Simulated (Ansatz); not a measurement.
Input for Ansatz (development build ahead of 0.2.0):

```yaml
crystal:
  periodic: [false, false, false]
  atoms:
    - { symbol: O, position_ang: [0.0, 0.0, 0.0] }
    - { symbol: O, position_ang: [0.0, 0.0, 1.26] }
basis:
  gaussian: { orbitals: def2-SVP }
magnetization:
  initial_magnetization: 2
hamiltonian:
  xc: hf
correlation:
  method: mp2
  frozen_orbitals: { O: 1 }
output:
  forces: true
```

The input is written out in the form of the current development build from the run's settings. Correlation on restricted open-shell orbitals is semicanonical, with singles.

The run gave:

- Converged: yes
- Reference energy: -149.45996 hartree
- Correlation energy: -0.34868 hartree
- Total energy: -149.80864 hartree
- Spin squared of the determinant: 2.000
- Stability test: minimum among restricted orbitals

Forces (eV/Å):
```csv
atom,Fx,Fy,Fz
O1,0.000,0.000,14.102
O2,0.000,0.000,-14.102
```

Caution: forces differ strongly between restricted and unrestricted references.
